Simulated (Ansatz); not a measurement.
Two isomers of C2H6FNO: A = `NC(F)CO`, B = `NCOCF`.

Isolated molecules relaxed with PBE0-D4/def2-TZVP in Ansatz; ΔE leaves out vibrations. CCSD(T)/CBS adds triple-zeta CCSD(T) − MP2 to the extrapolated MP2 energy (def2 sets, frozen cores). DFT in def2-TZVPP. B3LYP here is the variant with VWN-RPA as its local correlation; programs differ in this. Each species was taken in one conformer, which may not be the lowest.

A:

Z-matrix (Å, degrees):
```
C
F 1 1.427
C 1 1.513 2 105.7
N 1 1.400 2 112.2 3 -121.9
H 1 1.093 2 104.8 3 117.9
O 3 1.408 1 111.2 2 -64.4
H 3 1.096 1 108.9 2 58.9
H 3 1.091 1 109.2 2 177.5
H 4 1.009 1 113.2 2 -56.1
H 4 1.012 1 111.6 2 69.8
H 6 0.962 3 107.2 1 63.0
```

B:

Z-matrix (Å, degrees):
```
C
O 1 1.440
N 1 1.411 2 111.7
H 1 1.093 2 108.8 3 -121.1
H 1 1.098 2 107.9 3 121.0
C 2 1.361 1 114.2 3 -172.0
H 3 1.011 1 111.8 2 58.2
H 3 1.011 1 111.7 2 -63.9
F 6 1.386 2 111.4 1 -72.1
H 6 1.091 2 108.0 1 170.0
H 6 1.099 2 112.3 1 46.6
```

Q: Which isomer does CCSD(T)/CBS put lower? Give the gap. (Best estimate.)

A: The calculation gave: A, by 9.3 kcal/mol.

Q: Give E(B) − E(A) in kcal/mol with MP2/def2-TZVPP, HF/def2-TZVPP, CCSD/def2-TZVPP, r2SCAN-D4, B3LYP, PBE-D4, CCSD(T)/def2-TZVPP. (An estimate is asked.)

A: The calculation gave: MP2/def2-TZVPP 9.1, HF/def2-TZVPP 6.2, CCSD/def2-TZVPP 8.3, r2SCAN-D4 8.5, B3LYP 7.2, PBE-D4 8.2, CCSD(T)/def2-TZVPP 8.4. None reverses the order clearly.

Largest T1 diagnostic: 0.011.

In def2-TZVPP, CCSD(T) changes the Hartree–Fock value by +2.3 kcal/mol (the triples alone add +0.1 kcal/mol) and MP2 by +2.9 kcal/mol.
